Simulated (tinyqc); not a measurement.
Worked calculation (part 2 of 3): UHF in the sto-3g basis, for H2F+, spin multiplicity 1. Computed by tinyqc, a small Python program that keeps every step (integrals from PySCF). Command: `OMP_NUM_THREADS=1 python tinyqc.py 29087 29088 out.jsonl` (the two numbers bound the seeds that draw the settings). One thread of a shared host (Intel(R) Xeon(R) Processor @ 2.60GHz), about 0.1 s of CPU time with the checks.

Geometry (angstrom):
```
atom         x          y         z
F     0.000000   0.000000  0.000000
H     0.000000   0.968000  0.810000
H     0.000000  -0.968000  0.810000
```

## Iteration 2: building the Fock matrix

D(alpha) after iteration 1, order 1F 1s, 1F 2s, 1F 2px, 1F 2py, 1F 2pz, 2H 1s, 3H 1s:
$$\begin{pmatrix}
1.060966 & -0.259394 & 0.026723 & 0.000000 & 0.002538 & 0.014291 & 0.014291 \\
-0.259394 & 1.111615 & -0.167372 & 0.000000 & -0.008816 & -0.099471 & -0.099471 \\
0.026723 & -0.167372 & 0.674065 & 0.000000 & -0.148313 & 0.329681 & 0.329681 \\
0.000000 & 0.000000 & 0.000000 & 0.884320 & 0.000000 & 0.096774 & -0.096774 \\
0.002538 & -0.008816 & -0.148313 & 0.000000 & 0.956977 & 0.009675 & 0.009675 \\
0.014291 & -0.099471 & 0.329681 & 0.096774 & 0.009675 & 0.211090 & 0.154589 \\
0.014291 & -0.099471 & 0.329681 & -0.096774 & 0.009675 & 0.154589 & 0.211090
\end{pmatrix}$$

D(beta) after iteration 1, order 1F 1s, 1F 2s, 1F 2px, 1F 2py, 1F 2pz, 2H 1s, 3H 1s:
$$\begin{pmatrix}
1.060966 & -0.259394 & -0.026723 & 0.000000 & 0.002538 & 0.014291 & 0.014291 \\
-0.259394 & 1.111615 & 0.167372 & 0.000000 & -0.008816 & -0.099471 & -0.099471 \\
-0.026723 & 0.167372 & 0.674065 & 0.000000 & 0.148313 & -0.329681 & -0.329681 \\
0.000000 & 0.000000 & 0.000000 & 0.884320 & 0.000000 & 0.096774 & -0.096774 \\
0.002538 & -0.008816 & 0.148313 & 0.000000 & 0.956977 & 0.009675 & 0.009675 \\
0.014291 & -0.099471 & -0.329681 & 0.096774 & 0.009675 & 0.211090 & 0.154589 \\
0.014291 & -0.099471 & -0.329681 & -0.096774 & 0.009675 & 0.154589 & 0.211090
\end{pmatrix}$$

core Hamiltonian H = T + V (hartree), order 1F 1s, 1F 2s, 1F 2px, 1F 2py, 1F 2pz, 2H 1s, 3H 1s:
$$\begin{pmatrix}
-40.863509 & -9.589222 & 0.000000 & 0.000000 & -0.010200 & -0.885127 & -0.885127 \\
-9.589222 & -11.341355 & 0.000000 & 0.000000 & -0.127138 & -2.230285 & -2.230285 \\
0.000000 & 0.000000 & -9.005224 & 0.000000 & 0.000000 & 0.000000 & 0.000000 \\
0.000000 & 0.000000 & 0.000000 & -9.064365 & 0.000000 & -1.228147 & 1.228147 \\
-0.010200 & -0.127138 & 0.000000 & 0.000000 & -9.046635 & -1.055109 & -1.055109 \\
-0.885127 & -2.230285 & 0.000000 & -1.228147 & -1.055109 & -4.472047 & -0.780997 \\
-0.885127 & -2.230285 & 0.000000 & 1.228147 & -1.055109 & -0.780997 & -4.472047
\end{pmatrix}$$

nuclear repulsion = 7.81989219 hartree

Given earlier and not repeated: Two-electron integrals (ij|kl) in chemists' order.

J_ij = sum D_kl (ij|kl) with D = D(alpha) + D(beta), K_ij = sum D_kl (ik|jl) for each spin; F = H + J - K(s); E = tr D H + tr D J / 2 - 0.5 sum_s tr D(s) K(s) + E_nn.

Coulomb J (hartree), order 1F 1s, 1F 2s, 1F 2px, 1F 2py, 1F 2pz, 2H 1s, 3H 1s:
$$\begin{pmatrix}
20.101998 & 3.823595 & 0.000000 & 0.000000 & 0.002976 & 0.351620 & 0.351620 \\
3.823595 & 9.439681 & 0.000000 & 0.000000 & 0.043423 & 1.841157 & 1.841157 \\
0.000000 & 0.000000 & 9.382853 & 0.000000 & 0.000000 & 0.000000 & 0.000000 \\
0.000000 & 0.000000 & 0.000000 & 9.452050 & 0.000000 & 1.097463 & -1.097463 \\
0.002976 & 0.043423 & 0.000000 & 0.000000 & 9.457738 & 0.928938 & 0.928938 \\
0.351620 & 1.841157 & 0.000000 & 1.097463 & 0.928938 & 4.205783 & 0.659521 \\
0.351620 & 1.841157 & 0.000000 & -1.097463 & 0.928938 & 0.659521 & 4.205783
\end{pmatrix}$$

exchange K(alpha) (hartree), order 1F 1s, 1F 2s, 1F 2px, 1F 2py, 1F 2pz, 2H 1s, 3H 1s:
$$\begin{pmatrix}
5.540217 & 0.952691 & -0.000669 & 0.000000 & 0.000852 & 0.093111 & 0.093111 \\
0.952691 & 1.528777 & -0.040536 & 0.000000 & -0.003999 & 0.301064 & 0.301064 \\
-0.000669 & -0.040536 & 1.000261 & 0.000000 & -0.079324 & 0.107506 & 0.107506 \\
0.000000 & 0.000000 & 0.000000 & 1.245145 & 0.000000 & 0.184079 & -0.184079 \\
0.000852 & -0.003999 & -0.079324 & 0.000000 & 1.279943 & 0.150349 & 0.150349 \\
0.093111 & 0.301064 & 0.107506 & 0.184079 & 0.150349 & 0.283493 & 0.101231 \\
0.093111 & 0.301064 & 0.107506 & -0.184079 & 0.150349 & 0.101231 & 0.283493
\end{pmatrix}$$

exchange K(beta) (hartree), order 1F 1s, 1F 2s, 1F 2px, 1F 2py, 1F 2pz, 2H 1s, 3H 1s:
$$\begin{pmatrix}
5.540217 & 0.952691 & 0.000669 & 0.000000 & 0.000852 & 0.093111 & 0.093111 \\
0.952691 & 1.528777 & 0.040536 & 0.000000 & -0.003999 & 0.301064 & 0.301064 \\
0.000669 & 0.040536 & 1.000261 & 0.000000 & 0.079324 & -0.107506 & -0.107506 \\
0.000000 & 0.000000 & 0.000000 & 1.245145 & 0.000000 & 0.184079 & -0.184079 \\
0.000852 & -0.003999 & 0.079324 & 0.000000 & 1.279943 & 0.150349 & 0.150349 \\
0.093111 & 0.301064 & -0.107506 & 0.184079 & 0.150349 & 0.283493 & 0.101231 \\
0.093111 & 0.301064 & -0.107506 & -0.184079 & 0.150349 & 0.101231 & 0.283493
\end{pmatrix}$$

F(alpha) (hartree), order 1F 1s, 1F 2s, 1F 2px, 1F 2py, 1F 2pz, 2H 1s, 3H 1s:
$$\begin{pmatrix}
-26.301727 & -6.718318 & 0.000669 & 0.000000 & -0.008076 & -0.626618 & -0.626618 \\
-6.718318 & -3.430450 & 0.040536 & 0.000000 & -0.079715 & -0.690192 & -0.690192 \\
0.000669 & 0.040536 & -0.622632 & 0.000000 & 0.079324 & -0.107506 & -0.107506 \\
0.000000 & 0.000000 & 0.000000 & -0.857460 & 0.000000 & -0.314763 & 0.314763 \\
-0.008076 & -0.079715 & 0.079324 & 0.000000 & -0.868839 & -0.276519 & -0.276519 \\
-0.626618 & -0.690192 & -0.107506 & -0.314763 & -0.276519 & -0.549756 & -0.222707 \\
-0.626618 & -0.690192 & -0.107506 & 0.314763 & -0.276519 & -0.222707 & -0.549756
\end{pmatrix}$$

F(beta) (hartree), order 1F 1s, 1F 2s, 1F 2px, 1F 2py, 1F 2pz, 2H 1s, 3H 1s:
$$\begin{pmatrix}
-26.301727 & -6.718318 & -0.000669 & 0.000000 & -0.008076 & -0.626618 & -0.626618 \\
-6.718318 & -3.430450 & -0.040536 & 0.000000 & -0.079715 & -0.690192 & -0.690192 \\
-0.000669 & -0.040536 & -0.622632 & 0.000000 & -0.079324 & 0.107506 & 0.107506 \\
0.000000 & 0.000000 & 0.000000 & -0.857460 & 0.000000 & -0.314763 & 0.314763 \\
-0.008076 & -0.079715 & -0.079324 & 0.000000 & -0.868839 & -0.276519 & -0.276519 \\
-0.626618 & -0.690192 & 0.107506 & -0.314763 & -0.276519 & -0.549756 & -0.222707 \\
-0.626618 & -0.690192 & 0.107506 & 0.314763 & -0.276519 & -0.222707 & -0.549756
\end{pmatrix}$$

total energy of this density = -98.33223613 hartree

This density is a damped mixture and is not idempotent.

## Iteration 2: diagonalisation and new density

X, order 1F 1s, 1F 2s, 1F 2px, 1F 2py, 1F 2pz, 2H 1s, 3H 1s:
$$\begin{pmatrix}
-0.477060 & 0.000000 & 0.642125 & 0.000000 & 0.602068 & 0.000000 & 0.247280 \\
0.907693 & 0.000000 & -0.228545 & 0.000000 & 0.307719 & 0.000000 & 0.484017 \\
0.000000 & 0.000000 & 0.000000 & 1.000000 & 0.000000 & 0.000000 & 0.000000 \\
0.000000 & 0.735753 & 0.000000 & 0.000000 & 0.000000 & 0.729397 & 0.000000 \\
0.356684 & 0.000000 & 0.720404 & 0.000000 & -0.593343 & 0.000000 & 0.212250 \\
-0.503576 & -0.680437 & -0.254999 & 0.000000 & -0.217984 & 0.394346 & 0.394258 \\
-0.503576 & 0.680437 & -0.254999 & 0.000000 & -0.217984 & -0.394346 & 0.394258
\end{pmatrix}$$

overlap S, order 1F 1s, 1F 2s, 1F 2px, 1F 2py, 1F 2pz, 2H 1s, 3H 1s:
$$\begin{pmatrix}
1.000000 & 0.237990 & 0.000000 & 0.000000 & 0.000000 & 0.021778 & 0.021778 \\
0.237990 & 1.000000 & 0.000000 & 0.000000 & 0.000000 & 0.253936 & 0.253936 \\
0.000000 & 0.000000 & 1.000000 & 0.000000 & 0.000000 & 0.000000 & 0.000000 \\
0.000000 & 0.000000 & 0.000000 & 1.000000 & 0.000000 & 0.172189 & -0.172189 \\
0.000000 & 0.000000 & 0.000000 & 0.000000 & 1.000000 & 0.144084 & 0.144084 \\
0.021778 & 0.253936 & 0.000000 & 0.172189 & 0.144084 & 1.000000 & 0.132300 \\
0.021778 & 0.253936 & 0.000000 & -0.172189 & 0.144084 & 0.132300 & 1.000000
\end{pmatrix}$$

Diagonalise F' = X^T F X, C = X C', fill 5 alpha and 5 beta electrons from the bottom; D(s) = C_occ C_occ^T; the new density keeps 0.3 of the old one (damping). Each column has its largest component positive (the first on a tie).

F' = X^T F X (alpha) (hartree):
$$\begin{pmatrix}
-2.686619 & 0.000000 & 4.318431 & 0.173043 & 4.569884 & 0.000000 & 2.066468 \\
0.000000 & -0.136690 & 0.000000 & 0.000000 & 0.000000 & -0.154860 & 0.000000 \\
4.318431 & 0.000000 & -9.132020 & 0.103138 & -9.662980 & 0.000000 & -5.579845 \\
0.173043 & 0.000000 & 0.103138 & -0.622632 & 0.012679 & 0.000000 & -0.048148 \\
4.569884 & 0.000000 & -9.662980 & 0.012679 & -12.321536 & 0.000000 & -6.732497 \\
0.000000 & -0.154860 & 0.000000 & 0.000000 & 0.000000 & -0.920051 & 0.000000 \\
2.066468 & 0.000000 & -5.579845 & -0.048148 & -6.732497 & 0.000000 & -5.180412
\end{pmatrix}$$

orbital energies (alpha) (hartree): MO1 -26.311203, MO2 -1.833329, MO3 -0.949554, MO4 -0.916779, MO5 -0.712292, MO6 -0.169616, MO7 -0.107187

coefficients C (alpha), order 1F 1s, 1F 2s, 1F 2px, 1F 2py, 1F 2pz, 2H 1s, 3H 1s:
$$\begin{pmatrix}
0.994864 & -0.257482 & 0.000000 & 0.047018 & 0.026406 & 0.067699 & 0.000000 \\
0.021261 & 0.992767 & 0.000000 & -0.219887 & -0.159121 & -0.381305 & 0.000000 \\
-0.000085 & -0.029059 & 0.000000 & -0.075182 & 0.907971 & -0.411208 & 0.000000 \\
0.000000 & 0.000000 & 0.854203 & 0.000000 & 0.000000 & 0.000000 & -0.586250 \\
0.001125 & 0.083661 & 0.000000 & 0.901078 & -0.129110 & -0.455741 & 0.000000 \\
-0.002688 & 0.053603 & 0.260038 & 0.188271 & 0.301073 & 0.626577 & 0.742216 \\
-0.002688 & 0.053603 & -0.260038 & 0.188271 & 0.301073 & 0.626577 & -0.742216
\end{pmatrix}$$

F' = X^T F X (beta) (hartree):
$$\begin{pmatrix}
-2.686619 & 0.000000 & 4.318431 & -0.173043 & 4.569884 & 0.000000 & 2.066468 \\
0.000000 & -0.136690 & 0.000000 & 0.000000 & 0.000000 & -0.154860 & 0.000000 \\
4.318431 & 0.000000 & -9.132020 & -0.103138 & -9.662980 & 0.000000 & -5.579845 \\
-0.173043 & 0.000000 & -0.103138 & -0.622632 & -0.012679 & 0.000000 & 0.048148 \\
4.569884 & 0.000000 & -9.662980 & -0.012679 & -12.321536 & 0.000000 & -6.732497 \\
0.000000 & -0.154860 & 0.000000 & 0.000000 & 0.000000 & -0.920051 & 0.000000 \\
2.066468 & 0.000000 & -5.579845 & 0.048148 & -6.732497 & 0.000000 & -5.180412
\end{pmatrix}$$

orbital energies (beta) (hartree): MO1 -26.311203, MO2 -1.833329, MO3 -0.949554, MO4 -0.916779, MO5 -0.712292, MO6 -0.169616, MO7 -0.107187

coefficients C (beta), order 1F 1s, 1F 2s, 1F 2px, 1F 2py, 1F 2pz, 2H 1s, 3H 1s:
$$\begin{pmatrix}
0.994864 & -0.257482 & 0.000000 & 0.047018 & -0.026406 & 0.067699 & 0.000000 \\
0.021261 & 0.992767 & 0.000000 & -0.219887 & 0.159121 & -0.381305 & 0.000000 \\
0.000085 & 0.029059 & 0.000000 & 0.075182 & 0.907971 & 0.411208 & 0.000000 \\
0.000000 & 0.000000 & 0.854203 & 0.000000 & 0.000000 & 0.000000 & -0.586250 \\
0.001125 & 0.083661 & 0.000000 & 0.901078 & 0.129110 & -0.455741 & 0.000000 \\
-0.002688 & 0.053603 & 0.260038 & 0.188271 & -0.301073 & 0.626577 & 0.742216 \\
-0.002688 & 0.053603 & -0.260038 & 0.188271 & -0.301073 & 0.626577 & -0.742216
\end{pmatrix}$$

D(alpha) after iteration 2, order 1F 1s, 1F 2s, 1F 2px, 1F 2py, 1F 2pz, 2H 1s, 3H 1s:
$$\begin{pmatrix}
1.059562 & -0.252123 & 0.027504 & 0.000000 & 0.013736 & 0.004516 & 0.004516 \\
-0.252123 & 1.075281 & -0.159969 & 0.000000 & -0.068803 & -0.055144 & -0.055144 \\
0.027504 & -0.159969 & 0.783855 & 0.000000 & -0.175677 & 0.279262 & 0.279262 \\
0.000000 & 0.000000 & 0.000000 & 0.776060 & 0.000000 & 0.184520 & -0.184520 \\
0.013736 & -0.068803 & -0.175677 & 0.000000 & 0.872021 & 0.097583 & 0.097583 \\
0.004516 & -0.055144 & 0.279262 & 0.184520 & 0.097583 & 0.200941 & 0.089323 \\
0.004516 & -0.055144 & 0.279262 & -0.184520 & 0.097583 & 0.089323 & 0.200941
\end{pmatrix}$$

D(beta) after iteration 2, order 1F 1s, 1F 2s, 1F 2px, 1F 2py, 1F 2pz, 2H 1s, 3H 1s:
$$\begin{pmatrix}
1.059562 & -0.252123 & -0.027504 & 0.000000 & 0.013736 & 0.004516 & 0.004516 \\
-0.252123 & 1.075281 & 0.159969 & 0.000000 & -0.068803 & -0.055144 & -0.055144 \\
-0.027504 & 0.159969 & 0.783855 & 0.000000 & 0.175677 & -0.279262 & -0.279262 \\
0.000000 & 0.000000 & 0.000000 & 0.776060 & 0.000000 & 0.184520 & -0.184520 \\
0.013736 & -0.068803 & 0.175677 & 0.000000 & 0.872021 & 0.097583 & 0.097583 \\
0.004516 & -0.055144 & -0.279262 & 0.184520 & 0.097583 & 0.200941 & 0.089323 \\
0.004516 & -0.055144 & -0.279262 & -0.184520 & 0.097583 & 0.089323 & 0.200941
\end{pmatrix}$$

## Iteration 38 (converged): orbitals

converged F(alpha) (hartree), order 1F 1s, 1F 2s, 1F 2px, 1F 2py, 1F 2pz, 2H 1s, 3H 1s:
$$\begin{pmatrix}
-26.517021 & -6.762053 & 0.000000 & 0.000000 & -0.018216 & -0.631379 & -0.631379 \\
-6.762053 & -3.514013 & 0.000007 & 0.000000 & -0.066778 & -0.733636 & -0.733636 \\
0.000000 & 0.000007 & -0.952446 & 0.000000 & 0.000018 & -0.000008 & -0.000008 \\
0.000000 & 0.000000 & 0.000000 & -0.817543 & 0.000000 & -0.372191 & 0.372191 \\
-0.018216 & -0.066778 & 0.000018 & 0.000000 & -0.848871 & -0.343941 & -0.343941 \\
-0.631379 & -0.733636 & -0.000008 & -0.372191 & -0.343941 & -0.600166 & -0.199486 \\
-0.631379 & -0.733636 & -0.000008 & 0.372191 & -0.343941 & -0.199486 & -0.600166
\end{pmatrix}$$

converged F(beta) (hartree), order 1F 1s, 1F 2s, 1F 2px, 1F 2py, 1F 2pz, 2H 1s, 3H 1s:
$$\begin{pmatrix}
-26.517021 & -6.762053 & 0.000000 & 0.000000 & -0.018216 & -0.631379 & -0.631379 \\
-6.762053 & -3.514013 & -0.000007 & 0.000000 & -0.066778 & -0.733636 & -0.733636 \\
0.000000 & -0.000007 & -0.952446 & 0.000000 & -0.000018 & 0.000008 & 0.000008 \\
0.000000 & 0.000000 & 0.000000 & -0.817543 & 0.000000 & -0.372191 & 0.372191 \\
-0.018216 & -0.066778 & -0.000018 & 0.000000 & -0.848871 & -0.343941 & -0.343941 \\
-0.631379 & -0.733636 & 0.000008 & -0.372191 & -0.343941 & -0.600166 & -0.199486 \\
-0.631379 & -0.733636 & 0.000008 & 0.372191 & -0.343941 & -0.199486 & -0.600166
\end{pmatrix}$$

Diagonalise F' = X^T F X, C = X C', fill 5 alpha and 5 beta electrons from the bottom; D(s) = C_occ C_occ^T. Each column has its largest component positive (the first on a tie).

F' = X^T F X (alpha) (hartree):
$$\begin{pmatrix}
-2.642713 & 0.000000 & 4.451389 & 0.000021 & 4.572857 & 0.000000 & 2.061112 \\
0.000000 & -0.068263 & 0.000000 & 0.000000 & 0.000000 & -0.070245 & 0.000000 \\
4.451389 & 0.000000 & -9.176599 & 0.000016 & -9.744373 & 0.000000 & -5.620951 \\
0.000021 & 0.000000 & 0.000016 & -0.952446 & -0.000005 & 0.000000 & 0.000001 \\
4.572857 & 0.000000 & -9.744373 & -0.000005 & -12.437453 & 0.000000 & -6.758926 \\
0.000000 & -0.070245 & 0.000000 & 0.000000 & 0.000000 & -0.987787 & 0.000000 \\
2.061112 & 0.000000 & -5.620951 & 0.000001 & -6.758926 & 0.000000 & -5.287167
\end{pmatrix}$$

orbital energies (alpha) (hartree): MO1 -26.526147, MO2 -1.915544, MO3 -0.993123, MO4 -0.960448, MO5 -0.952446, MO6 -0.141793, MO7 -0.062928

coefficients C (alpha), order 1F 1s, 1F 2s, 1F 2px, 1F 2py, 1F 2pz, 2H 1s, 3H 1s:
$$\begin{pmatrix}
0.994983 & -0.255478 & 0.000000 & 0.053673 & 0.000064 & 0.073505 & 0.000000 \\
0.020786 & 0.983236 & 0.000000 & -0.262582 & -0.000316 & -0.411056 & 0.000000 \\
0.000000 & -0.000007 & 0.000000 & -0.001185 & 0.999999 & -0.000029 & 0.000000 \\
0.000000 & 0.000000 & 0.783023 & 0.000000 & 0.000000 & 0.000000 & -0.678400 \\
0.001468 & 0.066208 & 0.000000 & 0.843026 & 0.000982 & -0.572915 & 0.000000 \\
-0.002615 & 0.070778 & 0.341681 & 0.269073 & 0.000339 & 0.666448 & 0.708349 \\
-0.002615 & 0.070778 & -0.341681 & 0.269073 & 0.000339 & 0.666448 & -0.708349
\end{pmatrix}$$

F' = X^T F X (beta) (hartree):
$$\begin{pmatrix}
-2.642713 & 0.000000 & 4.451389 & -0.000021 & 4.572857 & 0.000000 & 2.061112 \\
0.000000 & -0.068263 & 0.000000 & 0.000000 & 0.000000 & -0.070245 & 0.000000 \\
4.451389 & 0.000000 & -9.176599 & -0.000016 & -9.744373 & 0.000000 & -5.620951 \\
-0.000021 & 0.000000 & -0.000016 & -0.952446 & 0.000005 & 0.000000 & -0.000001 \\
4.572857 & 0.000000 & -9.744373 & 0.000005 & -12.437453 & 0.000000 & -6.758926 \\
0.000000 & -0.070245 & 0.000000 & 0.000000 & 0.000000 & -0.987787 & 0.000000 \\
2.061112 & 0.000000 & -5.620951 & -0.000001 & -6.758926 & 0.000000 & -5.287167
\end{pmatrix}$$

orbital energies (beta) (hartree): MO1 -26.526147, MO2 -1.915544, MO3 -0.993123, MO4 -0.960448, MO5 -0.952446, MO6 -0.141793, MO7 -0.062928

coefficients C (beta), order 1F 1s, 1F 2s, 1F 2px, 1F 2py, 1F 2pz, 2H 1s, 3H 1s:
$$\begin{pmatrix}
0.994983 & -0.255478 & 0.000000 & 0.053673 & -0.000064 & 0.073505 & 0.000000 \\
0.020786 & 0.983236 & 0.000000 & -0.262582 & 0.000316 & -0.411056 & 0.000000 \\
0.000000 & 0.000007 & 0.000000 & 0.001185 & 0.999999 & 0.000029 & 0.000000 \\
0.000000 & 0.000000 & 0.783023 & 0.000000 & 0.000000 & 0.000000 & -0.678400 \\
0.001468 & 0.066208 & 0.000000 & 0.843026 & -0.000982 & -0.572915 & 0.000000 \\
-0.002615 & 0.070778 & 0.341681 & 0.269073 & -0.000339 & 0.666448 & 0.708349 \\
-0.002615 & 0.070778 & -0.341681 & 0.269073 & -0.000339 & 0.666448 & -0.708349
\end{pmatrix}$$

D(alpha) after iteration 38, order 1F 1s, 1F 2s, 1F 2px, 1F 2py, 1F 2pz, 2H 1s, 3H 1s:
$$\begin{pmatrix}
1.058140 & -0.244607 & 0.000002 & 0.000000 & 0.029794 & -0.006242 & -0.006242 \\
-0.244607 & 1.036135 & -0.000012 & 0.000000 & -0.156235 & -0.001117 & -0.001117 \\
0.000002 & -0.000012 & 1.000000 & 0.000000 & -0.000017 & 0.000020 & 0.000020 \\
0.000000 & 0.000000 & 0.000000 & 0.613126 & 0.000000 & 0.267545 & -0.267545 \\
0.029794 & -0.156235 & -0.000017 & 0.000000 & 0.715080 & 0.231518 & 0.231518 \\
-0.006242 & -0.001117 & 0.000020 & 0.267545 & 0.231518 & 0.194163 & -0.039329 \\
-0.006242 & -0.001117 & 0.000020 & -0.267545 & 0.231518 & -0.039329 & 0.194163
\end{pmatrix}$$

D(beta) after iteration 38, order 1F 1s, 1F 2s, 1F 2px, 1F 2py, 1F 2pz, 2H 1s, 3H 1s:
$$\begin{pmatrix}
1.058140 & -0.244607 & -0.000002 & 0.000000 & 0.029794 & -0.006242 & -0.006242 \\
-0.244607 & 1.036135 & 0.000012 & 0.000000 & -0.156235 & -0.001117 & -0.001117 \\
-0.000002 & 0.000012 & 1.000000 & 0.000000 & 0.000017 & -0.000020 & -0.000020 \\
0.000000 & 0.000000 & 0.000000 & 0.613126 & 0.000000 & 0.267545 & -0.267545 \\
0.029794 & -0.156235 & 0.000017 & 0.000000 & 0.715080 & 0.231518 & 0.231518 \\
-0.006242 & -0.001117 & -0.000020 & 0.267545 & 0.231518 & 0.194163 & -0.039329 \\
-0.006242 & -0.001117 & -0.000020 & -0.267545 & 0.231518 & -0.039329 & 0.194163
\end{pmatrix}$$

## Convergence

Stop when the energy changes by less than 1e-09 hartree and every element of the error matrix X^T (F D S - S D F) X (for each spin) is below 9e-06.

Course of the cycle:
```
iteration   E (hartree)     change  largest element of the error matrix
1          -98.03668371          -                             2.36e-01
2          -98.33223613  -2.96e-01                             1.50e-01
3          -98.52821209  -1.96e-01                             9.40e-02
4          -98.63591069  -1.08e-01                             7.34e-02
5          -98.69135055  -5.54e-02                             5.62e-02
6          -98.71993462  -2.86e-02                             4.31e-02
7          -98.73509428  -1.52e-02                             3.31e-02
8          -98.74339569  -8.30e-03                             2.55e-02
9          -98.74806173  -4.67e-03                             1.96e-02
10         -98.75073262  -2.67e-03                             1.51e-02
11         -98.75227930  -1.55e-03                             1.16e-02
12         -98.75318120  -9.02e-04                             8.91e-03
13         -98.75370922  -5.28e-04                             6.85e-03
14         -98.75401902  -3.10e-04                             5.26e-03
...                 ...        ...                                  ...
25         -98.75445936  -9.00e-07                             2.84e-04
26         -98.75445989  -5.29e-07                             2.18e-04
27         -98.75446020  -3.11e-07                             1.67e-04
28         -98.75446038  -1.83e-07                             1.28e-04
29         -98.75446049  -1.08e-07                             9.84e-05
30         -98.75446055  -6.33e-08                             7.55e-05
31         -98.75446059  -3.73e-08                             5.79e-05
32         -98.75446061  -2.19e-08                             4.44e-05
33         -98.75446063  -1.29e-08                             3.40e-05
34         -98.75446063  -7.58e-09                             2.61e-05
35         -98.75446064  -4.46e-09                             2.00e-05
36         -98.75446064  -2.62e-09                             1.54e-05
37         -98.75446064  -1.54e-09                             1.18e-05
38         -98.75446064  -9.07e-10                             9.03e-06
```

PySCF UHF in the same basis, after a stability check = -98.75446064 hartree

Converged in 38 iterations.
